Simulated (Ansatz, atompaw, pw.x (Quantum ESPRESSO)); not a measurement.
aluminium (Al): does the PAW (atompaw) potential hold in the solid?

atompaw 4.2.0.5 input, output lines left out:

```
Al 13
GGA-PBE scalarrelativistic loggrid 1500 logderivrange -3 5 201
3 3 0 0 0 0
3 1 1
0 0 0
c
c
v
c
v
2
2.40 1.85 2.30 1.75
y
0.6
n
y
1.05
n
y
0.25
n
custom polynom2 7 10 vanderbiltortho besselshape
3 0 vpsmatchnc
2.40
1.58
2.40
2.40
2.30
```

Crystal test: fcc Al in pw.x 7.5, no spin, 14³ k-points, Fermi–Dirac smearing 0.01 Ry, cutoffs 40/400 Ry. The reference is all-electron LAPW (Ansatz 0.2.0) with the same functional, mesh and smearing; V0 and B0 come from Birch–Murnaghan fits to the pressures at five volumes. Errors are pseudo minus all-electron; Δ is the rms difference of the E(V) curves that follow from these fits, minima aligned, over ±6 % about the mean V0. Mesh and smearing are coarse, so the numbers serve the comparison and aren't converged zero-temperature values; the lattice is a test structure that the element need not adopt.

All-electron: a0 = 4.040 Å (V0 = 16.49 Å³/atom), B0 = 76.6 GPa.

Q: How far does the potential miss the all-electron equation of state?

A: mean pressure error (GPa): +1.28; a0 (Å): 4.062; a0 error (%): +0.54; B0 error (%): -1.8; Δ (meV/atom): 4.5. This is a poor potential for the solid.

| V (Å³/atom) | P all-electron (GPa) | P pseudo (GPa) |
| --- | --- | --- |
| 15.701 | 4.22 | 5.75 |
| 16.114 | 1.87 | 3.26 |
| 16.527 | -0.17 | 1.10 |
| 16.940 | -1.94 | -0.78 |
| 17.353 | -3.46 | -2.41 |

Q: At the middle volume, how do free energy and pressure move when the wave cutoff is lowered (ecutrho held at 400 Ry)?

A:

| cutoff (Ry) | shift of F (meV/atom) | shift of P (GPa) |
| --- | --- | --- |
| 18 | +7.0 | -0.04 |
| 24 | +1.2 | -0.02 |
| 32 | +0.3 | +0.00 |

The run at the middle volume (104 k-points, 6 iterations) took about 24 s on one core of a shared host (Intel(R) Xeon(R) Processor @ 2.50GHz, 64 threads, 189 GiB, load 59).
